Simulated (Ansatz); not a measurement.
Ni (fcc, Cu type): values from a third-order Birch-Murnaghan fit to a volume scan beside measured ones. Computed values: r2SCAN (plane waves to 500 eV, PAW, scalar-relativistic; Ansatz, a quantum-chemistry and plane-wave program). Ni was relaxed with its symmetry unable to fall. Relaxed Ni ends ferromagnetic. Other magnetic orders were not checked, so this need not be the ground state.

| quantity | reference | kind |
|---|---|---|
| Lattice constant a (Å) | 3.508 | measured, corrected to the static lattice |
| Bulk modulus B₀ (GPa) | 192.5 | measured, corrected to the static lattice |

References as given in: Daniel Mejia-Rodriguez, S. B. Trickey, Physical Review B (2018), arXiv:1807.09216.

Estimate the r2SCAN values and the sign and size of each difference.


| quantity | r2SCAN | difference |
|---|---|---|
| Lattice constant a (Å) | 3.478 | -0.9 % |
| Bulk modulus B₀ (GPa) | 220 | +14.3 % |

r2SCAN underestimates the lattice constant a by 0.9 %. r2SCAN overestimates the bulk modulus B₀ by 14.3 %.

(A scan under strain: stresses follow from slopes of the energy per volume, elastic moduli from its curvatures.)
